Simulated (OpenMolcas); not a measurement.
**One shape, several levels: Si2H5Cl (SMILES [SiH3][SiH2]Cl)**

Wanted: a comparison of 6 runs (HF/STO-3G, HF/cc-pVDZ, B2PLYP/cc-pVDZ, M06-2X/cc-pVDZ, PBE/cc-pVDZ, MP2/cc-pVDZ) of Si2H5Cl. 

The calculation is run with OpenMolcas 26.06.

1 further run of the same task is left out (set aside as unsound or not needed).

### 1 The structure to begin with

The species is Si2H5Cl (8 atoms), meant as a singlet with charge 0. SMILES: `[SiH3][SiH2]Cl`. The shape is that of a PBE0-D4/def2-TZVP optimisation.

Bond lengths: Si1–Si2 2.338 Å, Si2–Cl3 2.065 Å, Si1–H4 1.488 Å, Si1–H5 1.486 Å, Si1–H6 1.486 Å, Si2–H7 1.485 Å, Si2–H8 1.485 Å. Some angles: Si1–Si2–Cl3 108.7°, Si1–Si2–H7 111.9°, Si1–Si2–H8 111.8°, Cl3–Si2–H7 107.7°, Cl3–Si2–H8 107.7°, Si2–Si1–H4 109.6°, Si2–Si1–H5 109.6°, Si2–Si1–H6 109.6°, H7–Si2–H8 108.8°, H4–Si1–H5 109.3°.

### 2 Energy and forces at HF/STO-3G (run 1)

Input file test.input:

```
&GATEWAY
BasLib = $CurrDir
Coord
8
angstrom
Si      -0.706500       0.881800      -0.390300
Si       0.573400      -0.938800       0.325900
Cl       2.431600      -0.252900       0.908000
H       -2.053000       0.410100      -0.813000
H       -0.034300       1.540700      -1.540000
H       -0.854500       1.855700       0.722100
H       -0.041800      -1.622800       1.491400
H        0.777200      -1.930900      -0.759900
Basis = STO-3G
Group = NoSym
&SEWARD
&SCF
Thresholds = 1e-10 1e-07 1e-07 1e-05
PrOrbitals = 1 1
&ALASKA
```

The basis set STO-3G is read from a file made from the Basis Set Exchange's data (not shown).

On the command line:

```
$ export MOLCAS_MEM=1860
$ pymolcas test.input > test.log
```

Log:

```text
--- Start Module: gateway ---
[...]
--- Stop Module: gateway /rc=_RC_ALL_IS_WELL_ ---
[...]
      Basis functions           32
[...]
--- Start Module: scf ---
[...]
       Convergence after   8 Iterations
[...]
::    Total SCF energy                              -1028.7581153777
[...]
      Total spin, S                                     0.0000000000
[...]
      Total electronic charge=   50.000000
      Total            charge=   -0.000000
[...]
      Dipole Moment (debye):
      Origin of the operator (angstrom)=    0.8241   -0.1061    0.3027
                   X= -2.8959E+00               Y= -5.8217E-01               Z= -9.7236E-01           Total=  3.1098E+00
      Quadrupole Moment (debye*angstrom):
[...]
 *              Molecular gradients               *
 **************************************************
  Irreducible representation: a
 ------------------------------------------------------------------------------------------
                              X                       Y                       Z
 ------------------------------------------------------------------------------------------
  SI1               1.34662675669084E-03   -2.32532620239034E-03    8.52078745294804E-04
  SI2               4.46226327249279E-02    1.36652680517706E-02    1.44001031854646E-02
  CL3              -1.55991272324414E-02   -2.88849402735103E-03   -5.28280906944811E-03
  H4               -3.03895540070496E-02   -1.07372570617921E-02   -9.53564558458209E-03
  H5                1.57922933672447E-02    1.41322700900743E-02   -2.54002827598061E-02
  H6               -2.58731366613318E-03    2.12132901894222E-02    2.52563266221468E-02
  H7               -1.51998436180572E-02   -1.32990657218812E-02    2.35397064000571E-02
  H8                2.01428567481088E-03   -1.97606853178725E-02   -2.38294775391585E-02
[...]
```

It took 5.7 s on 1 thread of AMD EPYC 7R43 (Zen 3), shared host; peak memory 0.36 GiB.

### 3 Energy and gradient at HF/cc-pVDZ (run 2)

Input file test.inp:

```
* ClH5Si2 Hartree-Fock
&GATEWAY
BASLIB
$CurrDir
COORD
8
angstrom
Si      -0.706500       0.881800      -0.390300
Si       0.573400      -0.938800       0.325900
Cl       2.431600      -0.252900       0.908000
H       -2.053000       0.410100      -0.813000
H       -0.034300       1.540700      -1.540000
H       -0.854500       1.855700       0.722100
H       -0.041800      -1.622800       1.491400
H        0.777200      -1.930900      -0.759900
BASIS
cc-pVDZ
GROUP
NoSym
&SEWARD
&SCF
THRESHOLDS
1e-10 1e-07 1e-07 1e-05
PRORBITALS
1 2
&ALASKA
```

The basis set cc-pVDZ is read from a file made from the Basis Set Exchange's data (not shown).

On the command line:

```
$ export MOLCAS_MEM=1860
$ pymolcas test.inp > test.log
```

Log:

```text
--- Start Module: gateway ---
[...]
--- Stop Module: gateway /rc=_RC_ALL_IS_WELL_ ---
[...]
      Basis functions           79
[...]
--- Start Module: scf ---
[...]
       Convergence after  12 Iterations
[...]
::    Total SCF energy                              -1040.3167690331
[...]
      Total spin, S                                     0.0000000000
[...]
      Total electronic charge=   50.000000
      Total            charge=   -0.000000
[...]
      Dipole Moment (debye):
      Origin of the operator (angstrom)=    0.8241   -0.1061    0.3027
                   X= -1.6065E+00               Y= -3.1451E-01               Z= -5.4014E-01           Total=  1.7238E+00
      Quadrupole Moment (debye*angstrom):
[...]
 *              Molecular gradients               *
 **************************************************
  Irreducible representation: a
 ------------------------------------------------------------------------------------------
                              X                       Y                       Z
 ------------------------------------------------------------------------------------------
  SI1               3.75051722600617E-03   -5.44526563198922E-03    2.11930450323194E-03
  SI2               9.38108684908201E-03    1.07061104185497E-02    1.95115279053182E-03
  CL3              -1.27291751301151E-02   -4.25068618746494E-03   -4.04925956839097E-03
  H4                3.01055538638906E-04    1.29285613581276E-04    8.73363109135106E-05
  H5               -6.77250310368027E-05   -1.66682498959236E-04    2.97222944325881E-04
  H6                1.19972577338090E-04   -2.17540428301799E-04   -2.25948770063322E-04
  H7               -5.28820558149956E-04   -3.27548974190073E-04    3.34380017932734E-04
  H8               -2.26911471863156E-04   -4.27672311326788E-04   -5.14188228477597E-04
[...]
```

Run time: 15 s. Hardware: 1 thread of AMD EPYC 7R43 (Zen 3), shared host; peak memory 0.43 GiB.

Runs 3 to 5 aren't shown in full; the table further down has their settings and results.

### 4 The energy at MP2/cc-pVDZ (run 6)

Input file run.inp:

```
&GATEWAY
  BasLib
  $CurrDir
  BasisSet
  Si.cc-pVDZ....
  Si1 -0.706500 0.881800 -0.390300 angstrom
  Si2 0.573400 -0.938800 0.325900 angstrom
  End of Basis
  BasisSet
  Cl.cc-pVDZ....
  Cl3 2.431600 -0.252900 0.908000 angstrom
  End of Basis
  BasisSet
  H.cc-pVDZ....
  H4 -2.053000 0.410100 -0.813000 angstrom
  H5 -0.034300 1.540700 -1.540000 angstrom
  H6 -0.854500 1.855700 0.722100 angstrom
  H7 -0.041800 -1.622800 1.491400 angstrom
  H8 0.777200 -1.930900 -0.759900 angstrom
  End of Basis

&SEWARD

&SCF
  Thresholds
  1e-10 1e-07 1e-07 1e-05
  PrOrbitals
  1 1

&MBPT2
  Frozen
  15
```

The basis set cc-pVDZ is read from a file made from the Basis Set Exchange's data (not shown).

On the command line:

```
$ export MOLCAS_MEM=1860
$ pymolcas run.inp > run.log
```

Log:

```text
--- Start Module: gateway ---
[...]
--- Stop Module: gateway /rc=_RC_ALL_IS_WELL_ ---
[...]
      Basis functions           79
[...]
--- Start Module: scf ---
[...]
       Convergence after  12 Iterations
[...]
::    Total SCF energy                              -1040.3167690331
[...]
      Total spin, S                                     0.0000000000
[...]
      Total electronic charge=   50.000000
      Total            charge=   -0.000000
[...]
      Dipole Moment (debye):
      Origin of the operator (angstrom)=    0.8241   -0.1061    0.3027
                   X= -1.6065E+00               Y= -3.1451E-01               Z= -5.4014E-01           Total=  1.7238E+00
      Quadrupole Moment (debye*angstrom):
[...]
--- Stop Module: scf /rc=_RC_ALL_IS_WELL_ ---
[...]
--- Start Module: mbpt2 ---
[...]
WARNING!
Default frozen orbitals as non valence orbitals is overwritten by user input.
Default values:   9
[...]
       Reference weight ( Cref**2 )         =        0.87411
::    Total MBPT2 energy                            -1040.6545176994
[...]
      Total MBPT2 calculations                           0.34      0.40
--- Stop Module: mbpt2 /rc=_RC_ALL_IS_WELL_ ---
[...]
```

Run time: 11 s. Hardware: 1 thread of AMD EPYC 7R43 (Zen 3), shared host; peak memory 0.44 GiB.

### 5 The series

| run | level | task | frozen core orbitals | energy (Eh) | dipole moment (D) of the reference | HOMO energy (eV) | LUMO energy (eV) | wall time |
| --- | --- | --- | --- | --- | --- | --- | --- | --- |
| 1 | HF/STO-3G | gradient | – | -1028.758115 | 3.11 | -8.88 | 9.13 | 5.7 s |
| 2 | HF/cc-pVDZ | gradient | – | -1040.316769 | 1.72 | -10.96 | 3.02 | 15 s |
| 3 | B2PLYP/cc-pVDZ | energy | 15 | -1041.809691 | 1.58 | -9.17 | 0.97 | 38 s |
| 4 | M06-2X/cc-pVDZ | gradient | – | -1042.143977 | 1.58 | -9.20 | 0.50 | 72 s |
| 5 | PBE/cc-pVDZ | gradient | – | -1041.717077 | 1.36 | -6.94 | -1.19 | 51 s |
| 6 | MP2/cc-pVDZ | energy | 15 | -1040.654518 | 1.72 | -10.96 | 3.02 | 11 s |

### 6 Results

```
                                           quantity           value
                                run 6: total energy  -1040.65452 Eh
          run 6: dipole moment (mean-field density)          1.72 D
         run 6: HOMO energy (Hartree–Fock orbitals)       -10.96 eV
         run 6: LUMO energy (Hartree–Fock orbitals)         3.02 eV
       run 6: HOMO–LUMO gap (Hartree–Fock orbitals)        13.98 eV
run 6: correlation energy (15 core orbitals frozen)      -337.7 mEh
```

In words: Over runs 1, 2, 3, 4, 5 the dipole moment (its size) runs from 1.36 D (PBE/cc-pVDZ) to 3.11 D (HF/STO-3G). The two ends differ in method and basis. Over runs 1, 2, 3, 4, 5 the HOMO–LUMO gap runs from 5.75 eV (PBE/cc-pVDZ) to 18.01 eV (HF/STO-3G). For B2PLYP the log adds the whole second-order term; the table takes 0.27 of it, as the functional is defined. Totals of different functionals can't be ranked against each other. In run 1 the basis is minimal, so the values are rough. All runs together took 3.2 min, the longest 72 s.
